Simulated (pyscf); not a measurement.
**Insertion: `[OH][Sn][OH]` [singlet] + `[SH2]` → `[OH][SnH]([OH])[SH]`**

Gas phase, singlet surface, charge 0. Bonds broken: S6–H7. Bonds formed: Sn2–S6, Sn2–H7. Optimised with ωB97X-D3(BJ)/def2-SVP in PySCF.

Transition state (Å):

```xyz
8

O      0.8037     1.7272    -0.0694
Sn     1.0344    -0.2356     0.0091
O      3.0006    -0.3560     0.0048
H     -0.1177     2.0149    -0.0552
H      3.3979     0.4958     0.2341
S      0.3885    -0.9836     2.4381
H      0.0202    -1.5537     0.6030
H      1.5005    -1.7482     2.4575
```

One imaginary mode, 1254i cm⁻¹; descent along it reached the two sides named, in the forms told below.

| bond | change | reactant side (Å) | saddle | product side |
|---|---|---|---|---|
| S6–H7 | breaks | 1.348 | 1.957 | 3.5 |
| Sn2–S6 | forms | 3.0 | 2.6 | 2.396 |
| Sn2–H7 | forms | 3.4 | 1.766 | 1.697 |

Electronic energies relative to the separated reactants (kJ/mol):

```tsv
level	barrier	reaction energy	reverse barrier
ωB97X-D3(BJ)/def2-TZVP	165.1	-47.8	213.0
PBE/def2-TZVP	137.1	-4.3	141.3
r²SCAN/def2-TZVP	136.8	-24.1	160.9
B3LYP-D3(BJ)/def2-TZVP	165.5	-3.0	168.4
PBE0-D3(BJ)/def2-TZVP	147.3	-27.8	175.0
M06-2X/def2-TZVP	163.8	-34.4	198.1
ωB97M-D3(BJ)/def2-TZVP	184.6	-13.8	198.4
HF/def2-TZVP	244.8	-19.6	264.4
```

With ωB97M-D3(BJ)/def2-TZVP energies and thermal terms (ideal gas, 1 atm, RRHO with modes under 100 cm⁻¹ raised to 100, one conformer, R ln 2 for chiral ones without a mode under 150 cm⁻¹), in kJ/mol:

| T (K) | ΔH‡ | ΔG‡ | ΔH | ΔG |
|---|---|---|---|---|
| 298 | 180.7 | 220.6 | -11.1 | +29.0 |
| 600 | 183.0 | 260.3 | -7.3 | +68.4 |
| 900 | 186.2 | 298.3 | -2.2 | +105.1 |
| 1200 | 189.5 | 335.1 | +3.1 | +140.1 |

On the reactant side the descent ends in a bound adduct, 38.9 kJ/mol under the separated species and 204.0 kJ/mol under the saddle at ωB97X-D3(BJ)/def2-TZVP. This saddle turned up in a search for another step; its sides and bond changes are read from the two ends of the descent. This is the saddle that the search found; another between the same sides may lie lower. Elements past Kr carry the def2 core potentials, without spin-orbit coupling.
